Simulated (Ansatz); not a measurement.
# BH4O (doublet): the correlation ladder at distance B1–H4 along a hydrogen transfer = 1.437 Å, cc-pVDZ

One table from this session's results is given with a row withheld; the runs are named, their logs left out.

Method: cc-pVDZ, core rule «outside noble gas», up to 2 orbitals frozen; program: Ansatz 0.2.0, Gaussian basis.

Plan: UHF; CCSD(T) on ROHF; CCSD(T) on UHF; BCCD(T) on ROHF; CISD; CCSDT(Q) on ROHF; CCSDT(Q) on UHF; CASSCF and MRCISD+Q, 3 electrons in 3 orbitals; CASSCF and NEVPT2, 3 electrons in 3 orbitals.

5 further runs of the same task are left out: 1 for a mislabelled method, 2 that didn't finish, 2 set aside as unsound or not needed.

## The system

The geometry derives from fragments relaxed apart (PBE0/def2-TZVP) and kept rigid, so it is no stationary point. A hydrogen atom is moved between rigid fragments.

6 atoms, charge 0, spin multiplicity 2.

Atoms are counted from 1 here; the program's logs count them from 0.

Bond lengths: B1–H2 1.193 Å, B1–H3 1.193 Å, B1–H4 1.437 Å, H4–O5 1.088 Å, O5–H6 0.973 Å. Angles: H2–B1–H3 120.0°, H2–B1–H4 120.0°, H3–B1–H4 120.0°, B1–H4–O5 180.0°, H4–O5–H6 105.0°.

The first run:

in.yaml

```yaml
crystal:
  periodic: [false, false, false]
  atoms:
    - {symbol: B, position_ang: [-1.408554, 0.030718, 0.000000]}
    - {symbol: H, position_ang: [-2.005287, 1.064290, 0.000000]}
    - {symbol: H, position_ang: [-2.005288, -1.002853, 0.000000]}
    - {symbol: H, position_ang: [0.028446, 0.030718, 0.000000]}
    - {symbol: O, position_ang: [1.116446, 0.030718, 0.000000]}
    - {symbol: H, position_ang: [1.368305, -0.909232, 0.000000]}
basis:
  gaussian: {orbitals: cc-pVDZ}
magnetization: {spin_polarized: true, initial_magnetization: 1}
hamiltonian: {xc: hf}
output: {orbitals: {seedname: orbitals}}
```

Launch:

```bash
ansatz run in.yaml --threads 1 --pin off --events-out ev --progress --plain --max-ram 2393MiB
```

Among the steps run: UHF; CCSD(T) on ROHF; CCSD(T) on UHF; BCCD(T) on ROHF; CISD; CCSDT(Q) on ROHF; CCSDT(Q) on UHF; CASSCF and MRCISD+Q, 3 electrons in 3 orbitals; CASSCF and NEVPT2, 3 electrons in 3 orbitals.

One table of the session follows, with a row left open; its other results are not shown here.

| method | from UCCSDT(Q) (meV) |
| --- | --- |
| ROHF | +8889.5 |
| UHF | +8685.1 |
| RMP2 | +958.3 |
| UMP2 | +1033.0 |
| CISD | +887.2 |
| RCCSD | +212.5 |
| UCCSD | +205.2 |
| RCCSD(T) | +39.3 |
| UCCSD(T) | +39.9 |
| BCCD(T) | +39.3 |
| RCCSDT | +19.5 |
| UCCSDT | ? |
| RCCSDT(Q) | +1.1 |
| UCCSDT(Q) | 0 |
| CASSCF pair | +8197.2 |
| NEVPT2 pair | +1011.9 |
| MRCISD pair | +778.5 |
| MRCISD+Q pair | +113.1 |

Estimate the missing values for UCCSDT.

As computed: from UCCSDT(Q) (meV): +18.8. In the column «from UCCSDT(Q) (meV)» it lies between RCCSDT(Q) (+1.1) and RCCSDT (+19.5).

Among the levels timed on like hardware and quicker than the yardstick, those that no quicker one beats, quickest first: NEVPT2 pair (1.1 s, +1011.9 meV); MRCISD+Q pair (1.3 s, +113.1 meV); BCCD(T) (3 s, +39.3 meV); RCCSD(T) (6.5 s, +39.3 meV).

Caveats from the session: Of the multireference levels listed MRCISD+Q pair comes nearest in total energy (+113.1 meV), which doesn't show that its space is the better one. Restricted and unrestricted rows rest on different reference determinants; where their highest levels disagree by more than a few hundredths of an eV, they describe different states and don't form one ladder.
